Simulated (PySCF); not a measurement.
Gas-phase reaction: 2 SiH + 2 F2 = SiH2F + SiF3

Method: PySCF energies plus ideal-gas RRHO corrections (1 bar). † marks an energy on the PBE0/def2-TZVP geometry and frequencies; other levels use their own. MP2 and CCSD(T) freeze the core. Open shells (unrestricted): SiH (multiplicity 2, electronic degeneracy 4), SiH2F (multiplicity 2), SiF3 (multiplicity 2); the rest are closed-shell singlets. Spin-orbit splitting is ignored; it lowers the true energy and changes the entropy of SiH. SiH2F: computed as isolated molecules; such fragments, hydroxides, amides, oligomers or adducts are transient or little studied in the gas. MP2 isn't extrapolated to the basis-set limit; its ΔH°(298 K) is -1876.3 kJ in def2-SVP and -2002.1 kJ in def2-TZVPP. CCSD(T) isn't extrapolated to the basis-set limit; its ΔH°(298 K) is -1760.5 kJ in def2-SVP and -1883.2 kJ in def2-TZVPP. The harmonic model lacks anharmonicity and excited electronic states, which grow with temperature; levels with a mode under 35 cm⁻¹ are left out. Warning, large T1 diagnostic: SiH (CCSD(T)/def2-TZVPP†).

```
level                ΔE electronic, kJ  ΔH°(298 K), kJ  ΔS°(298 K), J/K  ΔG°(800 K), kJ
-------------------  -----------------  --------------  ---------------  --------------
CCSD(T)/def2-TZVPP†              -1903           -1883             -268           -1668
MP2/def2-SVP†                    -1897           -1876             -268           -1661
MP2/def2-TZVPP†                  -2022           -2002             -268           -1786
PBE/def2-SVP                     -1775           -1755             -266           -1542
r2SCAN/def2-TZVP†                -1962           -1942             -268           -1726
LDA/def2-TZVP†                   -1966           -1945             -268           -1730
```
ΔH° is lowest at MP2/def2-TZVPP† and highest at PBE/def2-SVP. No reference value is set beside these.
